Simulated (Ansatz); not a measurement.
## doublet BO: levels of theory in one basis

```xyz
2

B     0.0000    0.0000    0.0000
O     0.0000    0.0000    1.6400
```

Basis set: def2-SVP (spherical functions). Frozen core: 2 orbitals. Correlation on ROHF uses semicanonical orbitals with singles. Charge 0, multiplicity 2.

Computed with Ansatz (development build ahead of 0.2.0); each method stands on the lowest determinant of its kind that the runs found.

| method | E − E(ROHF) (eV) | <S²> of the determinant |
| --- | --- | --- |
| ROHF | 0.00 | 0.75 |
| UHF | -0.21 | 1.08 |
| ROHF-MP2 | -5.55 | – |

**Question.** What does UHF-MP2 give on the same scale?

**Answer.** -5.41 eV.

**Question.** Is a single determinant a sound starting point here?

**Answer.** Only with care. Unrestricted orbitals gain 0.21 eV and <S²> is 1.08 against 0.75 for a pure state, a contamination that matters most for the unrestricted series.

Caution for UHF, UHF-MP2: the unrestricted determinant is spin contaminated. Caution for ROHF-MP2, UHF-MP2: bonds are stretched, where a single reference can fail.
